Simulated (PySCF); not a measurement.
Compound: C5H9 (charge +1).
Geometry (GFN2-xTB, Å), atoms numbered from 1 in this order:
```
atom  x, y, z in Å
C1     2.1107   -0.2969    0.2682
C2     0.8550   -0.7874    0.2628
C3    -0.3183   -0.0370   -0.0293
C4    -0.2874    1.3363   -0.5071
C5    -1.6073   -0.6848    0.1576
H6     2.9466   -0.9299    0.5209
H7     2.3459    0.7343    0.0556
H8     0.7030   -1.8268    0.5283
H9     0.6409    1.6200   -0.9948
H10   -0.4145    1.9936    0.3638
H11   -1.1414    1.5542   -1.1491
H12   -1.7836   -1.3289   -0.7151
H13   -1.6137   -1.3651    1.0106
H14   -2.4365    0.0180    0.2055
```

A PySCF run (density fitting, gas phase, GFN2-xTB geometry) gave HOMO -14.24 eV, LUMO -8.85 eV and E = -195.364 Eh.

Problem. Which of these levels was it?
A. B97-2/aug-cc-pVDZ
B. PBE/pcSseg-1
C. HF/6-31++G**
D. BLYP/ANO-RCC-VDZP
E. PBE0/pcSseg-1

Solution. E. It is PBE0/pcSseg-1. All candidates on this geometry:

```json
{"level and settings": "BLYP/ANO-RCC-VDZP", "kind": "GGA", "basis functions": "115", "SCF cycles": "14", "E (Eh)": "-195.5909", "HOMO (eV)": "-12.88", "LUMO (eV)": "-9.44"}
{"level and settings": "PBE/pcSseg-1, energy threshold 1e-07 Eh", "kind": "GGA", "basis functions": "130", "SCF cycles": "9", "E (Eh)": "-195.3362", "HOMO (eV)": "-13.19", "LUMO (eV)": "-9.74"}
{"level and settings": "B97-2/aug-cc-pVDZ, grid level 4, energy threshold 1e-11 Eh", "kind": "global hybrid", "basis functions": "196", "SCF cycles": "12", "E (Eh)": "-195.5939", "HOMO (eV)": "-13.91", "LUMO (eV)": "-8.79"}
{"level and settings": "PBE0/pcSseg-1", "kind": "global hybrid", "basis functions": "130", "SCF cycles": "13", "E (Eh)": "-195.3637", "HOMO (eV)": "-14.24", "LUMO (eV)": "-8.85"}
{"level and settings": "HF/6-31++G**", "kind": "Hartree–Fock", "basis functions": "144", "SCF cycles": "11", "E (Eh)": "-194.3170", "HOMO (eV)": "-16.36", "LUMO (eV)": "-4.84"}
```

The nearest other candidate, by the summed differences of HOMO and LUMO, is B97-2/aug-cc-pVDZ: its HOMO differs by +0.33 eV and its LUMO by +0.06 eV. Cycle counts include a coarse-grid stage where the run had one. All basis functions are spherical, in the Pople sets too. ANO-RCC sets were contracted for a scalar-relativistic Hamiltonian, but ran non-relativistically here. At HF/6-31++G** the closed-shell solution lies near or past a triplet instability.
